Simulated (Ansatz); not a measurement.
We consider cubic BN, described by G0W0@HSE06 in Ansatz (plane waves, hard PAW, contour deformation).

The same calculation (at the measured cell, 5.910 Å³/atom) with different numerical settings; throughout: k mesh 4×4×4:

```
run  response cutoff (eV)  empty bands  quasiparticle gap on the mesh (eV)  quasiparticle gap at Γ (eV)  rough time
---  --------------------  -----------  ----------------------------------  ---------------------------  ----------
1                     100           49                               6.273                       11.352   20 core-s
2                     150           91                               6.500                       11.516   30 core-s
3                     200          139                               6.624                       11.626   40 core-s
4                     250          195                               6.693                       11.694   40 core-s
5                     300          256                               6.734                       11.734   50 core-s
6                     400          394                               6.783                       11.782   80 core-s
```

In the column quasiparticle gap on the mesh (eV) the first row differs from the last by -0.510 and the next to last by -0.049.

The last row is no converged limit: other settings stay fixed.

Note: GW on a hybrid start was not checked against another program.

Ansatz is a program for electronic structure.
